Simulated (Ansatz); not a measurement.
**H₂S ··· SiH₄**

The pair of H₂S (SMILES S, atoms 1–3) and SiH₄ (SMILES [SiH4], atoms 4–8), both closed shells, in one local arrangement (a lower one may exist), relaxed at PBE0-D4/def2-TZVP:

| atom | x (Å) | y (Å) | z (Å) |
| --- | --- | --- | --- |
| S1 | -0.2370 | -0.7983 | -2.2150 |
| H2 | -0.8614 | 0.3719 | -2.4152 |
| H3 | 0.9733 | -0.2420 | -2.3741 |
| Si4 | 0.0233 | 0.1287 | 1.3928 |
| H5 | -1.3431 | -0.3956 | 1.1516 |
| H6 | 1.0342 | -0.9169 | 1.1001 |
| H7 | 0.1436 | 0.5324 | 2.8196 |
| H8 | 0.2669 | 1.3197 | 0.5401 |

Computed with Ansatz 0.2.0 (basis: def2-TZVPPD, with def2-QZVPPD for the basis limit); correlated methods freeze the cores. B3LYP uses VWN-RPA correlation. Extrapolation: Hartree–Fock as exp(−7.88 √X), correlation as X^−2.97. Interaction energies count from these two fragments, frozen as in the pair, with the counterpoise correction; negative means bound.

Task: What is the interaction energy by CCSD(T) at an estimated basis limit (MP2 extrapolated from triple and quadruple zeta, plus CCSD(T) − MP2 in triple zeta)? (Judge from chemistry; the value comes from the calculation.)

Result: By the calculation: -1.18 kcal/mol. Hartree–Fock alone gives 0.74 kcal/mol at the basis limit, so without correlation the pair would not bind at this distance. It counts from the two fragments frozen as in the pair.

The same quantity by other methods in triple zeta, and each one's difference from that estimate:
```
   method  E_int (kcal/mol)  difference
   PBE-D4             -1.53       -0.35
revPBE-D4             -1.11        0.07
  BLYP-D4             -1.05        0.13
r2SCAN-D4             -1.17        0.00
   B97M-V             -1.33       -0.15
  PBE0-D4             -1.43       -0.25
 B3LYP-D4             -1.21       -0.03
 HSE06-D4             -1.43       -0.25
  wB97X-V             -1.24       -0.06
  wB97M-V             -1.32       -0.14
   B2PLYP             -0.19        0.99
       HF              0.74        1.92
      MP2             -0.98        0.20
     CCSD             -0.64        0.54
  CCSD(T)             -0.88        0.30
```
Differences are method less estimate.

Task: Which atoms make the shortest contact between the fragments?

Result: H2 and H8, 3.30 Å apart.

Basis-set superposition shift (counterpoise-corrected less uncorrected): CCSD(T) 0.31; MP2 0.29; HF 0.07; PBE0-D4 0.05; wB97M-V 0.08 kcal/mol.

T1 diagnostic: at most 0.011.

For scale, one of the runs: CCSD(T)/def2-TZVPPD, 201 basis functions, launched by `ansatz run in.yaml --threads 2 --pin off --events-out ev --progress --plain --max-ram 5222MiB`. Time: 48 s of wall clock on 2 CPU threads of an Arm Neoverse N1; the host was shared. Peak host memory: 2.2 GiB.
